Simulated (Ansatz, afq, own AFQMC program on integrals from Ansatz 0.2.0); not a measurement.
Integrals from Ansatz 0.2.0, then the random walk in our own AFQMC program (afq).

```yaml
crystal:
  periodic: [false, false, false]
  atoms:
    - {symbol: Si, position_ang: [-2.453587, 0.000000, 0.000000]}
    - {symbol: H, position_ang: [-2.948459, 1.399708, 0.000001]}
    - {symbol: H, position_ang: [-2.948458, -0.699854, 1.212183]}
    - {symbol: H, position_ang: [-2.948459, -0.699854, -1.212182]}
    - {symbol: H, position_ang: [-0.667587, 0.000000, 0.000000]}
    - {symbol: Br, position_ang: [0.982413, 0.000000, 0.000000]}
basis:
  gaussian: {orbitals: cc-pVTZ}
magnetization: {spin_polarized: true, initial_magnetization: 1}
correlation: {method: ccsd_t, electrons: outside_noble_gas, hamiltonian_folder: ham}
```

```sh
$ ansatz run in.yaml --threads 1 --pin off --events-out ev --progress --plain --max-ram 24576MiB --backend cuda --devices 0, --max-vram 18GiB
```

afq runs on the folder ham with

```
--method phaseless --trial cisd --walkers 600 --populations 10 --least-time 60 --time-step 0.005 --steps-per-block 50 --equilibration-blocks 28 --max-blocks 4000 --target-error 0.00023 --factor-cut 1e-05 --start spin_pure --seed 1790 --release-times 0.24,0.51,0.99,1.5 --release-step 0.03 --release-every 4 --taylor-order 6
```

Times are imaginary, in 1/Eh. The walk had a cap of 168 s. With eight or more populations the least sampling time is a fifth of least-time, and the error comes from their spread. Filled inner d shells are frozen with the cores.

afq prints:

```
orbitals 114  electrons 8 7  factors 719 of 784
reference energy -2863.67774402 Eh
CCSD correlation -0.34441055 Eh in 11 cycles, weight of the determinant in the CISD state 0.8473
energy of the start -2864.020120 Eh
 block  time / (1/Eh)  mean weight  energy / Eh
     1     0.250  0.9993  -2864.014010
     2     0.500  0.9990  -2864.017298
     3     0.750  1.0009  -2864.022178
     4     1.000  1.0002  -2864.024623
     5     1.250  1.0012  -2864.027572
     8     2.000  1.0007  -2864.031289
    13     3.250  0.9994  -2864.032260
    22     5.500  1.0006  -2864.036703
    31     7.750  1.0005  -2864.035899
    37     9.250  0.9996  -2864.031363
    40    10.000  1.0000  -2864.034066
    49    12.250  1.0001  -2864.036215
    58    14.500  1.0004  -2864.033241
    67    16.750  0.9999  -2864.035070
    76    19.000  0.9991  -2864.033130
    85    21.250  0.9996  -2864.035109
    88    22.000  0.9996  -2864.038897
    94    23.500  1.0009  -2864.032892
   103    25.750  1.0002  -2864.033895
   112    28.000  1.0000  -2864.035056
   121    30.250  0.9999  -2864.034086
error from the spread of 10 populations
released: time / (1/Eh)  energy / Eh  error  mean overlap
  0.24  -2864.035214  0.000254  0.9946
  0.51  -2864.035145  0.000266  1.0023
  0.99  -2864.035627  0.000374  0.9944
  1.50  -2864.035341  0.000484  0.9787
energy -2864.035056 +/- 0.000245 Eh
(rows thinned)
```

The run passed its tests (sampling time, drift between the halves within three errors, error under three times the target), which doesn't prove that it has relaxed, ending at its cap on processor time.

Against this walk (error 6.7 meV) on the same determinant: CCSD(T) 39.0 meV higher. The error is statistical and leaves out the bias of the constraint. Released to 1.50 1/Eh the energy moves by -8 ± 15 meV (both errors), within twice the noise.

Cautions: constraint bias not in the error; error above the target (6.7 against 6.3 meV); no relativity below Rb; no spin-orbit coupling; inner d shell frozen.

The walk took 2.8 min on 1 × NVIDIA H100 80GB HBM3 with 2 threads of AMD EPYC 7R13 Processor (Zen 3) (shared host) (the card was shared). The log's last line is the phaseless energy.

A walk keeps the symmetry of its determinant, which the program's search chose and which needn't be the lowest solution, so a lower state of the same spin and another symmetry isn't excluded.
